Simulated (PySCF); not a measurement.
# Frontier levels across methods

P2H4.
Z-matrix (Å and degrees, PBE0-D3(BJ)/def2-SVP geometry), rows numbered from 1:
```
P 
P   1  2.2457
H   1  1.4300  2   93.36
H   1  1.4304  2   93.57  3    92.35
H   2  1.4304  1   93.58  3   178.23
H   2  1.4304  1   93.36  3    85.88
```

Basis pcSseg-2 throughout (PySCF), one geometry. Isolated species at its PBE0-D3(BJ)/def2-SVP geometry (one conformer only).

How do the orbital energies and the gap change with the method?

```tsv
method	kind	HOMO (eV)	LUMO (eV)	gap (eV)	SCF cycles
BLYP	GGA	-5.75	-1.09	4.66	11
B97-D	GGA	-5.87	-1.13	4.74	11
PBE	GGA	-5.89	-1.21	4.68	12
OPBE	GGA	-5.91	-1.14	4.76	12
KT2	GGA	-5.93	-1.24	4.69	12
LDA	LDA	-5.95	-1.37	4.58	11
KT3	GGA	-5.96	-1.23	4.74	12
BP86	GGA	-5.99	-1.28	4.71	12
B3LYP	global hybrid	-6.75	-0.58	6.17	10
PBE0	global hybrid	-6.94	-0.37	6.58	11
mPW1PW91	global hybrid	-6.97	-0.37	6.60	11
HF	Hartree–Fock	-9.33	2.58	11.91	9
```

The HOMO spans 3.58 eV, from BLYP down to HF, and the gap runs from 4.58 eV (LDA) to 11.91 eV (HF). Over the methods BLYP (0 %), B97-D (0 %), PBE (0 %), OPBE (0 %), KT2 (0 %), LDA (0 %), KT3 (0 %), BP86 (0 %), B3LYP (20 %), PBE0 (25 %), mPW1PW91 (25 %), HF (100 %), a straight line through the gap against the share of exact exchange rises by 0.72 eV for each 10 % (correlation coefficient 1.000). The dipole is below 0.03 D at every level.
